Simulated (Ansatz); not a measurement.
## Which isomer of CH5BN+ gives these data?

These gas-phase data were calculated for one isomer of CH5BN+ at B3LYP-D3(BJ)/def2-SVP (harmonic, unscaled wavenumbers; equilibrium rotational constants with average atomic masses):

- rotational constants: 53.88, 9.876, 8.825 GHz
- all wavenumbers above 1500 cm⁻¹: 3458, 3194, 3183, 3071, 2853, 1639

Candidates:

(1) `B1C[NH2+]1`, a singlet
(2) `B=[NH+]C`, a singlet
(3) `CB=[NH2+]`, a singlet

Which candidate do the data belong to?

Candidate (2). The band at 2853 cm⁻¹ lies where the B–H stretch is expected; (3) has no mode between 2350 and 2900 cm⁻¹. 1 mode lies between 3250 and 3800 cm⁻¹, one for each N–H bond, while (1) has 2.

The same quantities for all candidates:

```
     rotational constants (GHz)         wavenumbers above 1500 cm⁻¹  E above the lowest, B3LYP-D3(BJ)/def2-SVP (kcal/mol)
(1)          22.21, 20.52, 12.3  3518, 3433, 3207, 3115, 2812, 1548                                                  40.1
(2)         53.88, 9.876, 8.825  3458, 3194, 3183, 3071, 2853, 1639                                                  30.1
(3)         106.7, 7.135, 6.995  3566, 3488, 3122, 3080, 2999, 1765                                                   0.0
```

Harmonic stretches to hydrogen usually lie a few per cent above observed fundamentals. Each candidate is one conformer. Programs: Ansatz 0.2.0.
